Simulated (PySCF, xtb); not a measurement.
phosphine (H₃P), SMILES P.

Harmonic wavenumbers (cm⁻¹) from GFN2-xTB (xtb) at its own minimum, in rising order: 1132, 1151, 1151, 2283, 2392, 2392.

Q: What does PBE-D3(BJ)/def2-TZVPD (PySCF) give at its own minimum? (The exact figures need the calculation; the answer reports its results.)

A: 973, 1091, 1091, 2325, 2339, 2339. Paired by order, the mean absolute difference is 71 cm⁻¹ and the zero-point energies are 15.0 and 14.5 kcal/mol.
